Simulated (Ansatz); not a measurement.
A nudged elastic band was laid between two geometries of C₂H₄Li (7 atoms, charge 0, multiplicity 2).

Level of theory: UKS PBE0-D4/def2-SVP (Ansatz 0.2.0).

* movable images: 5
* climbing image: yes
* spring: 5.0 eV/Å²
* optimiser: quadratic models (default)
* start path: through a guess of the saddle point
* force threshold: 0.05 eV/Å
* iteration limit: 60
* end points: relaxed

First end point:

```xyz
7
Properties=species:S:1:pos:R:3
Li -2.326 -0.100 0.693
C 0.119 -0.079 -0.720
C 0.647 0.112 0.493
H -0.021 -1.082 -1.135
H -0.167 0.761 -1.361
H 0.801 1.116 0.902
H 0.947 -0.728 1.128
```

Last end point:

```xyz
7
Properties=species:S:1:pos:R:3
Li -2.349 -0.107 0.649
C 0.109 -0.078 -0.706
C 0.662 0.113 0.496
H -0.038 -1.081 -1.119
H -0.185 0.762 -1.345
H 0.974 -0.726 1.125
H 0.827 1.117 0.899
```

(1) Which bonds break or form, and what moves?

(2) Give the energies along the band, and the barrier.

(3) What is the geometry of the highest image?

(4) What are the harmonic wavenumbers there?

Results:

(1) No bond is made or broken. The dihedral H5–C2–C3–H7 goes from -179 to 1°. The two ends are copies of one structure, up to a mirror image or an exchange of like atoms.

(2) The run converged. The highest image is number 3 of 0 to 6, 24.7 kcal/mol above the ends, which have the same energy within 2 meV. A vibrational analysis at the climbing image gives one clearly imaginary mode, 469i cm⁻¹: a first-order saddle point.

```json
{"image": "0", "path coordinate (Å)": "0.00", "energy (kcal/mol)": "0.0", "dihedral H5–C2–C3–H7 (°)": "-179"}
{"image": "1", "path coordinate (Å)": "0.79", "energy (kcal/mol)": "2.1", "dihedral H5–C2–C3–H7 (°)": "-167"}
{"image": "2", "path coordinate (Å)": "1.58", "energy (kcal/mol)": "19.5", "dihedral H5–C2–C3–H7 (°)": "-98"}
{"image": "3", "path coordinate (Å)": "2.37", "energy (kcal/mol)": "24.7", "dihedral H5–C2–C3–H7 (°)": "-55"}
{"image": "4", "path coordinate (Å)": "3.15", "energy (kcal/mol)": "19.7", "dihedral H5–C2–C3–H7 (°)": "-21"}
{"image": "5", "path coordinate (Å)": "3.92", "energy (kcal/mol)": "2.5", "dihedral H5–C2–C3–H7 (°)": "-7"}
{"image": "6", "path coordinate (Å)": "4.70", "energy (kcal/mol)": "0.0", "dihedral H5–C2–C3–H7 (°)": "1"}
```

(3) 
```xyz
7
Properties=species:S:1:pos:R:3:forces:R:3
Li -2.236 0.267 0.037 0.00 0.00 0.00
C -0.348 -0.098 -0.456 0.00 0.00 0.00
C 0.686 0.101 0.595 0.00 0.00 0.00
H -0.253 -1.135 -0.857 0.00 0.00 0.00
H -0.065 0.506 -1.352 0.00 0.00 0.00
H 0.457 0.435 1.618 0.00 0.00 0.00
H 1.759 -0.076 0.415 0.00 0.00 0.00
```

(4) 469i, 172, 336, 481, 614, 898, 1028, 1093, 1107, 1382, 1470, 2923, 2935, 3068, 3150 cm⁻¹.

Time of the run: 110 s on 1 CPU thread of a shared host.
